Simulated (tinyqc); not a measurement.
Inside a calculation. Method: harmonic frequencies on the unrestricted B3LYP (VWN-RPA form)/sto-3g surface (energies and gradients from PySCF), for H2O, spin multiplicity 3. Computed by tinyqc, a small Python program that keeps every step (integrals from PySCF). Settings: charge = 0, multiplicity = 3, basis = sto-3g, functional = b3lyp, delta = 0.01. Command: `OMP_NUM_THREADS=1 python tinyqc.py 26690 26691 out.jsonl` (the two numbers bound the seeds that draw the settings). One thread of a shared host (Intel(R) Xeon(R) Processor @ 2.60GHz), about 20 s of CPU time with the checks.

## One row of the Hessian: 2Hy

optimised positions (bohr):
```
          x        y        z
1O   0.0044  -0.5070  -0.5062
2H  -0.0467   2.3915   1.5283
3H  -0.0664  -1.7381   1.0506
```

gradient at +delta (hartree/bohr):
```
            x          y          z
1O   0.000008  -0.000149  -0.000113
2H  -0.000002   0.000191   0.000116
3H   0.000000  -0.000036   0.000001
```

gradient at -delta (hartree/bohr):
```
            x          y          z
1O   0.000003   0.000205   0.000089
2H   0.000004  -0.000195  -0.000122
3H  -0.000001  -0.000002   0.000038
```

Displace 2Hy by +/-0.01 bohr; H(k, :) = (g(+) - g(-)) / (2 delta).

row of the Hessian (hartree/bohr^2): 1Ox 0.000224, 1Oy -0.017687, 1Oz -0.010087, 2Hx -0.000274, 2Hy 0.019333, 2Hz 0.011887, 3Hx 0.000054, 3Hy -0.001701, 3Hz -0.001822

## Hessian by finite differences

All rows are made in the same way, and the matrix is symmetrised.

Hessian (symmetrised) (hartree/bohr^2):
```
           1Ox        1Oy        1Oz        2Hx        2Hy        2Hz        3Hx        3Hy
1Ox   0.000666   0.009712  -0.013383  -0.000003   0.000224   0.000320  -0.000631  -0.009981
1Oy   0.009712   0.195106  -0.209443   0.000339  -0.017660  -0.013153  -0.010089  -0.177447
1Oz  -0.013383  -0.209443   0.299715   0.000347  -0.010076  -0.011537   0.013020   0.219535
2Hx  -0.000003   0.000339   0.000347  -0.000007  -0.000276  -0.000262   0.000002  -0.000063
2Hy   0.000224  -0.017660  -0.010076  -0.000276   0.019333   0.011888   0.000054  -0.001700
2Hz   0.000320  -0.013153  -0.011537  -0.000262   0.011888   0.009760  -0.000056   0.001255
3Hx  -0.000631  -0.010089   0.013020   0.000002   0.000054  -0.000056   0.000604   0.010080
3Hy  -0.009981  -0.177447   0.219535  -0.000063  -0.001700   0.001255   0.010080   0.179176
3Hz   0.013062   0.222638  -0.288160  -0.000084  -0.001822   0.001763  -0.012963  -0.220821

           3Hz
1Ox   0.013062
1Oy   0.222638
1Oz  -0.288160
2Hx  -0.000084
2Hy  -0.001822
2Hz   0.001763
3Hx  -0.012963
3Hy  -0.220821
3Hz   0.286391
```

## Normal modes

masses (u): 1O 15.9949, 2H 2.0141, 3H 1.0078

Diagonalise H_ij / sqrt(m_i m_j); the 6 smallest eigenvalues belong to translations and rotations; wavenumber = sqrt(eigenvalue / 1822.888) x 219474.63; each mode has its largest component positive (the first on a tie); zero-point energy = sum of wavenumbers / 2, with 349.755 1/cm per kcal/mol. A mass of 2.014 u marks deuterium.

eigenvalues of the mass-weighted Hessian (hartree/(bohr^2 u)): 0.0000  0.0000  0.0000  0.0000  0.0000  0.0000  0.0068  0.0152  0.4859

harmonic wavenumbers of the vibrations (1/cm): 424.1  634.5  3583.3

mass-weighted modes:
```
      mode 1   mode 2   mode 3
1Ox   0.0090   0.0048   0.0087
1Oy  -0.0936  -0.2715   0.1506
1Oz  -0.2270  -0.1888  -0.1916
2Hx  -0.0122  -0.0133   0.0000
2Hy  -0.2482   0.7762  -0.0008
2Hz   0.2614   0.5363   0.0009
3Hx  -0.0135  -0.0001  -0.0346
3Hy   0.7264  -0.0169  -0.5987
3Hz   0.5307  -0.0070   0.7621
```

zero-point energy = 6.6360 kcal/mol
